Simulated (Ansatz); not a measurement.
## Isomers of C2H6Si

2 of its isomers, all singlets with charge 0: A = vinylsilane `C=C[SiH3]`; B = `C1C[SiH2]1`.

Shapes, held fixed at every level: PBE0-D4/def2-TZVP. Programs: Ansatz 0.2.0.

A:

```xyz
9

C    -0.7137    0.8702   -1.0483
C    -0.0713    0.7125    0.1056
Si    0.5606   -0.9320    0.7001
H    -0.9057    0.0330   -1.7139
H    -1.0767    1.8386   -1.3815
H     0.0894    1.5920    0.7276
H     2.0358   -0.8939    0.8938
H     0.2234   -1.9724   -0.3073
H    -0.0532   -1.2943    2.0067
```

B:

```xyz
9

C    -0.2455   -0.1663   -0.9160
C     0.9723   -0.0077    0.0176
Si   -0.6670    0.1515    0.8544
H    -0.4087   -1.1558   -1.3299
H    -0.3980    0.6222   -1.6455
H     1.5677   -0.8988    0.1867
H     1.5798    0.8789   -0.1305
H    -1.1489    1.4904    1.2545
H    -1.1632   -0.9608    1.6918
```

Electronic energies in kJ/mol, without zero-point or thermal terms.

Which isomer should be the most stable, and roughly by how much?

A < B in rising energy, over a span of 35 kJ/mol, by CCSD(T)/CBS estimate. SPW92/def2-TZVPP puts B lowest. The B − A difference spans -2.3 to +63.3 kJ/mol over the levels. The CBS estimate extrapolates MP2 from def2-TZVPP and def2-QZVPP and adds CCSD(T) − MP2 in the triple-zeta set, cores frozen.

```tsv
level	kind	B − A
HF/def2-SVP	Hartree–Fock	+63.3
SPW92/def2-TZVPP	LDA	-2.3
r2SCAN0-D4/def2-TZVPP	global hybrid	+18.7
B2PLYP/def2-TZVPP	double hybrid	+37.3
MP2/def2-TZVPP	perturbation theory	+25.3
CCSD/def2-TZVPP	coupled cluster or CI	+37.7
CCSD(T)/CBS estimate	coupled cluster or CI	+34.6
```
